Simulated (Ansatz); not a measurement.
Input for Ansatz (an electronic-structure program): U-CCSD(T)/cc-pVDZ on HCOts, 2S+1 = 2.

Ansatz 0.2 input:
```yaml
crystal:
  periodic: [false, false, false]
  atoms:
    - {symbol: H, position_ang: [-1.52086400, 1.38882900, 0.00000000]}
    - {symbol: C, position_ang: [0.10863300, 0.54932900, 0.00000000]}
    - {symbol: O, position_ang: [0.10863300, -0.58560100, 0.00000000]}
basis:
  gaussian:
    orbitals: cc-pVDZ
magnetization: {spin_polarized: true, initial_magnetization: 1}
correlation: {method: ccsd_t, electrons: outside_noble_gas}
scf: {omitted_lower_state_checks: [cluster_reference]}
```

The head of its log:

```
WARN ansatz: RAYON_NUM_THREADS=1 ignored (pool sized by the plan → 1); use --threads N
Functional definition: HF
these checks for a lower state are left out or cut short: cluster_reference
integrals: 0.01 GiB planned
307 factors; integrals over basis functions are off by at most 1.1e-3 eV
mean field: 0.05 GiB planned
mean field evaluation 1: about -3079.1214 eV, gradient 1.8e1 eV
mean field evaluation 2: about -3079.1249 eV, gradient 1.8e1 eV
mean field evaluation 4: about -3081.0468 eV, gradient 2.9e0 eV
mean field evaluation 8: about -3081.2473 eV, gradient 1.5e-1 eV
mean field -3081.24818430 eV, -113.2337822280 hartree, gradient 3.1e-6 eV, S^2 0.781451; 0 other end points of the search recorded, 0 dependent functions left out
2 core orbitals not correlated
reference -3081.24818430 eV, -113.2337822280 hartree; 6, 5 occupied and 25, 26 virtual orbitals, 307 factors
```

Task: Predict the final total energy.

Result: -113.5456 hartree (reference determinant -113.2338, T1 diagnostic 0.023).
